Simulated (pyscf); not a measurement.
This saddle point was located with ωB97X-D3(BJ)/def2-SVP in PySCF.

```xyz
8

O     -1.2449    -0.4595     1.2931
W      0.0823    -0.3922     0.0886
O      0.6641     1.1777     0.1233
Cl    -1.1244    -0.5651    -1.8202
Cl     1.8559    -1.6687    -0.6745
O      0.6627    -1.3771     1.8487
H     -0.5334    -1.1545     1.9946
H      1.2367    -2.1530     1.8892
```

Surface: singlet, charge 0. Lowest wavenumbers (cm⁻¹): 1575i, 73, 140, 182, 223.

**Question.** Which two sides does it connect, and which bonds change?

**Answer.** O=W(=O)(Cl)–Cl (SMILES [O]=[W](=[O])([Cl])[Cl]) + H₂O (SMILES O) ⇌ O=W(OH)(OH)(Cl)–Cl (SMILES [O]=[W]([OH])([OH])([Cl])[Cl]), an addition across a multiple bond or ene-type step read from left to right: H–O broken and H–O, O–W formed. At ωB97M-D3(BJ)/def2-TZVP it lies +13.2 kcal/mol from the left side and +23.9 kcal/mol from the right (each side as separated species at their lowest minima found). On the reactant side the descent ends in an adduct with a O–W contact, 12.3 kcal/mol under the separated species and 23.5 kcal/mol under the saddle at ωB97X-D3(BJ)/def2-TZVP. On the product side the descent ends in a point that may be a rotor saddle (no frequency run), 1.8 kcal/mol over the lowest minimum found and 22.3 kcal/mol under the saddle at ωB97X-D3(BJ)/def2-TZVP. What is counted as formed (O–W) is already present as a longer contact in the reactant adduct; forming that adduct is a step of its own. This is the saddle that the search found; another between the same sides may lie lower. Elements past Kr carry the def2 core potentials, without spin-orbit coupling.
